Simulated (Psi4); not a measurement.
# Two attempts at CH4NSi (SMILES C=N[SiH2])

Wanted: the response to a field of CH4NSi, UHSE06/6-31++G** (Cartesian functions).

The results are computed with Psi4 1.11.

2 further runs of the same task are left out: 2 set aside as unsound or not needed.

### 1 The molecule

CH4NSi: 7 atoms, total charge 0, spin state doublet. SMILES: `C=N[SiH2]`. The coordinates come from a GFN2-xTB relaxation.

Bond lengths: C1–N2 1.298 Å, N2–Si3 1.642 Å, C1–H4 1.080 Å, C1–H5 1.083 Å, Si3–H6 1.458 Å, Si3–H7 1.446 Å. Angles: C1–N2–Si3 141.5°, N2–C1–H4 117.7°, N2–C1–H5 124.7°, N2–Si3–H6 133.0°, N2–Si3–H7 110.5°, H4–C1–H5 117.6°, H6–Si3–H7 116.5°.

### 2 The input as first written

The input, ch4nsi.py:

```python
import psi4

psi4.set_memory('1600 MB')
psi4.set_num_threads(1)
psi4.core.set_output_file('psi4.out', False)

geom = psi4.geometry("""
0 2
C     -2.35027128    -0.39850545    -1.26471811
N     -0.03106710    -0.81672073    -0.58235690
Si     2.22738239     0.35991724     1.19077312
H     -3.20801797    -1.71728862    -2.56432056
H     -3.48652580     1.18020955    -0.62653870
H      2.37738885     2.58438945     2.80943693
H      4.47109201    -1.19198255     1.03770531
units au
symmetry c1
no_reorient
no_com
""")

psi4.set_options(dict(basis='6-31++G**', reference='uks', scf_type='pk', maxiter=4))

e = psi4.properties('HSE06', properties=['dipole_polarizabilities'])
print('E =', round(e, 9))
for k, v in sorted(psi4.core.scalar_variables().items()):
    print(f'{k:45s} {v:18.10f}')
```

On the command line:

```bash
$ python ch4nsi.py
```

psi4.out:

```text
=> Loading Basis Set <=

    Name: 6-31++G**
    Role: ORBITAL
    Keyword: BASIS

         ---------------------------------------------------------
                                   SCF
                              UKS Reference
                        1 Threads,   1525 MiB Core
         ---------------------------------------------------------

  ==> Geometry <==

    Molecular point group: c1
    Full point group: C1

    Geometry (in Bohr), charge = 0, multiplicity = 2:

       Center              X                  Y                   Z               Mass
    ------------   -----------------  -----------------  -----------------  -----------------
         C           -2.350271280000    -0.398505450000    -1.264718110000    12.000000000000
         N           -0.031067100000    -0.816720730000    -0.582356900000    14.003074004430
         SI           2.227382390000     0.359917240000     1.190773120000    27.976926534650
         H           -3.208017970000    -1.717288620000    -2.564320560000     1.007825032230
         H           -3.486525800000     1.180209550000    -0.626538700000     1.007825032230
         H            2.377388850000     2.584389450000     2.809436930000     1.007825032230
         H            4.471092010000    -1.191982550000     1.037705310000     1.007825032230

  Running in c1 symmetry.

[... 81 lines left out ...]
    Weights Tolerance      =       1.00E-15
[... 11 lines left out ...]
      Integral cutoff                 1.00e-12
      Number of threads:                 1

  Performing in-core PK
  Using 20044020 doubles for integral storage.
  We computed 385440 shell quartets total.
  Whereas there are 408156 unique shell quartets.

  Computing range-separated integrals for PK
  We computed 385440 wK shell quartets total.
  Whereas there are 408156 wK unique shell quartets.

  ==> DiskJK: Disk-Based J/K Matrices <==

    J tasked:                  Yes
    K tasked:                  Yes
    wK tasked:                 Yes
    Omega:               1.100E-01
    Memory [MiB]:              820
    Schwarz Cutoff:          1E-12

  Cached 100.0% of DFT collocation blocks in 0.316 [GiB].

  Minimum eigenvalue in the overlap matrix is 7.4104783102E-04.
  Reciprocal condition number of the overlap matrix is 7.8085665483E-05.
    Using symmetric orthogonalization.

  ==> Pre-Iterations <==

  SCF Guess: Superposition of Atomic Densities via on-the-fly atomic UHF (no occupation information).

   -------------------------
    Irrep   Nso     Nmo
   -------------------------
     A         85      85
   -------------------------
    Total      85      85
   -------------------------

  ==> Iterations <==

                        Total Energy        Delta E     RMS |[F,P]|

   @UKS iter SAD:  -383.90775639019876   -3.83908e+02   0.00000e+00
   @UKS iter   1:  -383.98401262945765   -7.62562e-02   1.06150e-02 ADIIS/DIIS
   @UKS iter   2:  -380.83325195805105    3.15076e+00   2.39808e-02 ADIIS/DIIS
   @UKS iter   3:  -384.42736815352021   -3.59412e+00   2.02689e-03 ADIIS/DIIS
   @UKS iter   4:  -384.43667816470173   -9.31001e-03   2.03750e-03 ADIIS/DIIS

PsiException: Could not converge SCF iterations in 4 iterations.

  Failed to converge.
```

The script printed:

```text
Traceback (most recent call last):
  File "ch4nsi.py", line 24, in <module>
    e = psi4.properties('HSE06', properties=['dipole_polarizabilities'])
psi4.driver.p4util.exceptions.SCFConvergenceError: Could not converge SCF iterations in 4 iterations.
```

Wall time 14 s (1 thread of Intel Xeon Platinum 8175M at 2.50GHz (Skylake/Cascade Lake), shared host); peak memory 0.68 GiB.

### 3 Reading the log

No converged result was reached.

The telling line is `psi4.driver.p4util.exceptions.SCFConvergenceError: Could not converge SCF iterations in 4 iterations.`. The cause is that the iteration cap is too low for convergence. To mend it: iteration cap at its default in place of 4.

### 4 Second attempt

The input, ch4nsi.py:

```python
import psi4

psi4.set_memory('1600 MB')
psi4.set_num_threads(1)
psi4.set_output_file('ch4nsi.out', False)

m = psi4.geometry("""
0 2
C     -2.35027128    -0.39850545    -1.26471811
N     -0.03106710    -0.81672073    -0.58235690
Si     2.22738239     0.35991724     1.19077312
H     -3.20801797    -1.71728862    -2.56432056
H     -3.48652580     1.18020955    -0.62653870
H      2.37738885     2.58438945     2.80943693
H      4.47109201    -1.19198255     1.03770531
units au
symmetry c1
no_reorient
no_com
""")

psi4.set_options({
    'basis': '6-31++G**',
    'reference': 'uks',
    'scf_type': 'pk',
})

energy_value = psi4.properties('hse06', properties=['dipole_polarizabilities'], molecule=m)
print(f'total energy {energy_value:.8f} hartree = {energy_value * 27.211386:.5f} eV')
```

On the command line:

```bash
$ python ch4nsi.py
```

ch4nsi.out:

```text
[...]
  Running in c1 symmetry.
[...]
  Nuclear repulsion =   94.134155503413567
[...]
  Multiplicity = 2
[...]
  Nalpha       = 16
  Nbeta        = 15
[...]
    Number of basis functions: 85
[...]
   @UKS iter   1:  -383.98401262945765   -7.62562e-02   1.06150e-02 ADIIS/DIIS
[...]
   @UKS iter  10:  -384.45211332858048   -2.18336e-07   9.22167e-07 DIIS
[...]
   @S^2 Observed:                7.769336294E-01
[...]
    Orbital Energies [Eh]
    ---------------------
    Alpha Occupied:
       1A    -66.262443     2A    -14.386133     3A    -10.273317
       4A     -5.331807     5A     -3.670586     6A     -3.664072
       7A     -3.662945     8A     -0.899683     9A     -0.652455
      10A     -0.533662    11A     -0.464433    12A     -0.436427
      13A     -0.362963    14A     -0.356250    15A     -0.245712
      16A     -0.182123
    Alpha Virtual:
      17A     -0.045389    18A     -0.019777    19A     -0.005534
      20A      0.016969    21A      0.023958    22A      0.028025
      23A      0.045851    24A      0.050967    25A      0.077906
[...]
  @UKS Final Energy:  -384.45211332858048
   => Energetics <=
    Nuclear Repulsion Energy =             94.1341555034135666
    One-Electron Energy =                -715.6040866434249210
    Two-Electron Energy =                 263.5935107670808861
    DFT Exchange-Correlation Energy =     -26.5756929556500054
    Empirical Dispersion Energy =           0.0000000000000000
    VV10 Nonlocal Energy =                  0.0000000000000000
    Total Energy =                       -384.4521133285804808
[...]
 Multipole Moments:
 ------------------------------------------------------------------------------------
     Multipole            Electronic (a.u.)      Nuclear  (a.u.)        Total (a.u.)
 ------------------------------------------------------------------------------------
 L = 1.  Multiply by 2.5417464519 to convert [e a0] to [Debye]
 Dipole X            :        -17.2949925           17.0181932           -0.2767994
 Dipole Y            :          2.6483123           -2.2139086            0.4344037
 Dipole Z            :         -5.4752372            5.6622997            0.1870625
 Magnitude           :                                                    0.5480117
[...]
```

Standard output:

```text
total energy -384.45211333 hartree = -10461.47485 eV
```

Wall time 1.9 min (1 thread of Intel Xeon Platinum 8175M at 2.50GHz (Skylake/Cascade Lake), shared host); peak memory 0.68 GiB.

### 5 What came out

Level: UHSE06/6-31++G** (Cartesian functions).

| quantity | value |
| --- | --- |
| total energy | -384.45211 Eh |
| dipole moment | 1.39 D |
| HOMO energy (highest over α and β) | -4.96 eV |
| LUMO energy (lowest over α and β) | -2.58 eV |
| ⟨S²⟩ | 0.777 |
| mean static polarisability | 55.1 bohr³ |
